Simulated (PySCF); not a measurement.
**Spin-rotation constants: 2H-azirine, C2H3N**

Molfile (atoms numbered from 1):
```
C2H3N
     RDKit          3D

  6  6  0  0  0  0  0  0  0  0999 V2000
    0.8370   -0.0581   -0.0181 C   0  0  0  0  0  0  0  0  0  0  0  0
    0.2760   -0.6437    0.9325 N   0  0  0  0  0  0  0  0  0  0  0  0
   -0.6074    0.0753   -0.0435 C   0  0  0  0  0  0  0  0  0  0  0  0
    1.7707    0.1698   -0.4714 H   0  0  0  0  0  0  0  0  0  0  0  0
   -1.1989   -0.5319   -0.7155 H   0  0  0  0  0  0  0  0  0  0  0  0
   -1.0743    0.9907    0.2943 H   0  0  0  0  0  0  0  0  0  0  0  0
  1  2  2  0
  2  3  1  0
  3  1  1  0
  1  4  1  0
  3  5  1  0
  3  6  1  0
M  END
```

Level of theory: GIAO KT2/def2-SVP magnetisability, rotational g tensor and spin-rotation constants, non-relativistic, gas phase (PySCF 2.14.0). Geometry: GFN2-xTB.

(1) Give the nuclear spin-rotation constants along the inertial axes (H = +C I·J) beside the isotropic shieldings.

Answers

(1) Rotational constants 35.8591, 23.1861, 15.5453 GHz. A star marks the isotopologue with that one atom substituted, in its own axes.
| atom | isotope | Caa (kHz) | Cbb (kHz) | Ccc (kHz) | mean (kHz) | σ (ppm) |
| --- | --- | --- | --- | --- | --- | --- |
| N2 | 14N | 9.756 | 4.246 | 0.003 | 4.668 | -18.9 |
| H4 | 1H | 0.112 | 1.089 | -1.820 | -0.206 | 22.0 |
| H5 | 1H | -1.793 | -2.659 | -0.646 | -1.699 | 30.9 |
| H6 | 1H | -1.806 | -2.659 | -0.643 | -1.703 | 30.9 |
| C1 | 13C* | 18.642 | 7.630 | 1.918 | 9.397 | 45.5 |
| C3 | 13C* | 7.650 | 3.401 | 0.038 | 3.696 | 181.3 |

For the geometry as given, no vibrational averaging.
